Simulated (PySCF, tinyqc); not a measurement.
Worked calculation (part 2 of 2): RKS/BLYP in the sto-6g basis, for CH2, spin multiplicity 1. The lowest restricted solution is unstable here: a spin-polarised one lies 0.0158 hartree lower (PySCF). Computed by tinyqc, a small Python program that keeps every step (integrals from PySCF). Command: `OMP_NUM_THREADS=1 python tinyqc.py 20059 20060 out.jsonl` (the two numbers bound the seeds that draw the settings). One thread of a shared host (Intel(R) Xeon(R) Processor @ 2.60GHz), about 1 s of CPU time with the checks.

Geometry (angstrom):
```
atom        x         y        z
C     0.00000   0.00000  0.00000
H     0.00000   1.05700  0.74300
H     0.00000  -1.01200  0.71100
```

## Iteration 36 (converged): orbitals

converged F (hartree), lower triangle:
```
           1C 1s     1C 2s    1C 2px    1C 2py    1C 2pz     2H 1s     3H 1s
1C 1s   -9.84772
1C 2s   -2.57195  -1.07079
1C 2px   0.00000   0.00000  -0.06149
1C 2py   0.00066   0.00713   0.00000  -0.11620
1C 2pz  -0.01743  -0.10169   0.00000   0.00354  -0.07350
2H 1s   -0.43181  -0.37431   0.00000  -0.18112  -0.14616  -0.23785
3H 1s   -0.48988  -0.41033   0.00000   0.19485  -0.15589  -0.10823  -0.26381
```

X, lower triangle:
```
           1C 1s     1C 2s   1C 2px    1C 2py    1C 2pz     2H 1s    3H 1s
1C 1s    1.02514
1C 2s   -0.14264   1.18433
1C 2px   0.00000   0.00000  1.00000
1C 2py   0.00074  -0.01096  0.00000   1.10977
1C 2pz  -0.00927   0.09199  0.00000  -0.00558   1.05253
2H 1s    0.02053  -0.23900  0.00000  -0.20440  -0.13835   1.14704
3H 1s    0.02151  -0.26671  0.00000   0.22288  -0.15154  -0.01928  1.17337
```

Diagonalise F' = X^T F X, C = X C', fill 4 alpha and 4 beta electrons from the bottom; D = 2 C_occ C_occ^T. Each column has its largest component positive (the first on a tie).

F' = X^T F X (hartree), lower triangle:
```
          1         2         3         4         5         6         7
1  -9.65392
2  -1.35611  -0.48333
3   0.00000   0.00000  -0.06149
4   0.00074  -0.00368   0.00000   0.02229
5  -0.02620  -0.00970   0.00000  -0.00302  -0.01067
6  -0.04621  -0.19856   0.00000  -0.19167  -0.12949  -0.04680
7  -0.06208  -0.22159   0.00000   0.20808  -0.14167  -0.02439  -0.03960
```

orbital energies (hartree): MO1 -9.85179, MO2 -0.50856, MO3 -0.28121, MO4 -0.08891, MO5 -0.06149, MO6 0.22786, MO7 0.29057

coefficients C:
```
             MO1       MO2       MO3       MO4      MO5       MO6       MO7
1C 1s    0.99427  -0.21374  -0.00890   0.14283  0.00000   0.12556   0.04141
1C 2s    0.02486   0.72362   0.04030  -0.65458  0.00000  -0.73404  -0.25819
1C 2px   0.00000   0.00000   0.00000   0.00000  1.00000   0.00000   0.00000
1C 2py  -0.00037  -0.01964   0.53423  -0.00203  0.00000  -0.28286   0.97847
1C 2pz   0.00471   0.19914   0.00568   0.71639  0.00000  -0.74299  -0.23139
2H 1s   -0.00584   0.23169   0.47677   0.29289  0.00000   0.92531  -0.45991
3H 1s   -0.00641   0.26969  -0.45282   0.28330  0.00000   0.53579   0.93609
```

D after iteration 36, lower triangle:
```
           1C 1s     1C 2s   1C 2px    1C 2py   1C 2pz     2H 1s    3H 1s
1C 1s    2.10949
1C 2s   -0.44760   1.90869
1C 2px   0.00000   0.00000  0.00000
1C 2py  -0.00242   0.01726  0.00000   0.57158
1C 2pz   0.12877  -0.64896  0.00000  -0.00466  1.10586
2H 1s   -0.03547  -0.01000  0.00000   0.49913  0.51729   0.73362
3H 1s   -0.03905  -0.01738  0.00000  -0.49556  0.50811  -0.14079  0.71616
```

## Convergence

Stop when the energy changes by less than 1e-09 hartree and every element of the error matrix X^T (F D S - S D F) X is below 9e-06.

Course of the cycle:
```
iteration  E (hartree)     change  largest element of the error matrix
1          -12.3456937          -                             1.41e-01
2          -26.9760098  -1.46e+01                             6.07e-02
3          -33.1785659  -6.20e+00                             9.34e-02
4          -36.1229841  -2.94e+00                             5.13e-02
5          -37.5545542  -1.43e+00                             3.61e-02
6          -38.2599693  -7.05e-01                             8.28e-03
7          -38.6111811  -3.51e-01                             4.66e-03
8          -38.7861534  -1.75e-01                             2.39e-03
9          -38.8734808  -8.73e-02                             1.13e-03
10         -38.9171050  -4.36e-02                             5.74e-04
11         -38.9389073  -2.18e-02                             2.88e-04
12         -38.9498060  -1.09e-02                             1.44e-04
13         -38.9552548  -5.45e-03                             7.22e-05
14         -38.9579790  -2.72e-03                             3.61e-05
...                ...        ...                                  ...
23         -38.9606978  -5.32e-06                             7.06e-08
24         -38.9607004  -2.66e-06                             3.53e-08
25         -38.9607018  -1.33e-06                             1.77e-08
26         -38.9607024  -6.65e-07                             8.83e-09
27         -38.9607028  -3.33e-07                             4.41e-09
28         -38.9607029  -1.66e-07                             2.21e-09
29         -38.9607030  -8.31e-08                             1.10e-09
30         -38.9607031  -4.16e-08                             5.52e-10
31         -38.9607031  -2.08e-08                             2.76e-10
32         -38.9607031  -1.04e-08                             1.38e-10
33         -38.9607031  -5.20e-09                             6.90e-11
34         -38.9607031  -2.60e-09                             3.45e-11
35         -38.9607031  -1.30e-09                             1.72e-11
36         -38.9607031  -6.49e-10                             8.63e-12
```

PySCF RKS in the same basis, fine grid = -38.9598951 hartree

Converged in 36 iterations. The coarse grid moves the energy by -8.08e-04 hartree.

## Populations, bond orders and dipole

overlap S, lower triangle:
```
          1C 1s    1C 2s   1C 2px    1C 2py   1C 2pz    2H 1s    3H 1s
1C 1s   1.00000
1C 2s   0.24323  1.00000
1C 2px  0.00000  0.00000  1.00000
1C 2py  0.00000  0.00000  0.00000   1.00000
1C 2pz  0.00000  0.00000  0.00000   0.00000  1.00000
2H 1s   0.04069  0.38219  0.00000   0.32097  0.22562  1.00000
3H 1s   0.04618  0.41053  0.00000  -0.33847  0.23780  0.10725  1.00000
```

Mulliken: Z minus the diagonal of D S on the atom; Loewdin: the same with S^(1/2) D S^(1/2); Mayer order: 2 sum_s sum (D(s) S)_ij (D(s) S)_ji over the two atoms.

Charges (e):
```
atom  Mulliken   Loewdin
1C    -0.02915   0.01105
2H     0.00983  -0.00876
3H     0.01932  -0.00229
```

Mayer bond orders:
```
pair    order
2-1   0.98663
3-1   0.98636
3-2   0.01327
```

dipole moment about the origin, x y z (debye): 0.00000  -0.06353  1.31842
